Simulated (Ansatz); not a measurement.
Input file:

```yaml
crystal:
  periodic: [false, false, false]
  atoms:
    - {symbol: Al, position_ang: [0.000000, 0.190946, 0.578271]}
    - {symbol: C, position_ang: [0.000000, -0.466402, -1.151524]}
    - {symbol: H, position_ang: [0.000000, 0.446249, -1.758061]}
basis:
  gaussian: {orbitals: cc-pVTZ}
magnetization: {spin_polarized: true, initial_magnetization: 0}
hamiltonian: {xc: {name: B2PLYP}}
correlation: {electrons: outside_noble_gas}
```

```sh
$ ansatz run in.yaml --threads 1 --pin off --events-out ev --progress --plain --max-ram 2393MiB
```

The program prints:

```
470 factors; integrals over basis functions are off by at most 8.9e-4 eV
mean field evaluation 1: about -7627.2990 eV, gradient 4.1e1 eV
mean field evaluation 2: about -7627.3453 eV, gradient 4.1e1 eV
mean field evaluation 4: about -7638.1824 eV, gradient 6.5e0 eV
mean field evaluation 8: about -7638.9753 eV, gradient 8.3e-1 eV
mean field evaluation 16: about -7638.9947 eV, gradient 2.0e-3 eV
mean field evaluation 32: about -7640.1225 eV, gradient 7.4e-1 eV
mean field evaluation 64: about -7639.1873 eV, gradient 7.1e-2 eV
mean field evaluation 96: about -7640.0602 eV, gradient 1.1e0 eV
mean field evaluation 128: about -7640.1350 eV, gradient 3.9e-1 eV
mean field evaluation 160: about -7638.8476 eV, gradient 9.4e-1 eV
mean field evaluation 192: about -7640.1244 eV, gradient 1.0e-1 eV
mean field -7640.13730949 eV, -280.7698674528 hartree, gradient 3.7e-8 eV, S^2 1.091696; 11 other end points of the search recorded, 0 dependent functions left out
6 core orbitals not correlated: weight in the atoms' cores, before any rotation towards them, 1.000 or more for the frozen orbitals, at most 0.000 for the correlated occupied ones
reference -7640.13742355 eV, -280.7698716445 hartree; 4, 4 occupied and 68, 68 virtual orbitals, 470 factors
second order -5.75526712 eV of doubles, -0.00000000 eV of singles
Total energy: -7641.69134568 eV, -280.8269772291 hartree
```

Ran on 1 thread of Arm Neoverse V1, shared host: 21 s wall, 0.15 GiB peak host memory.
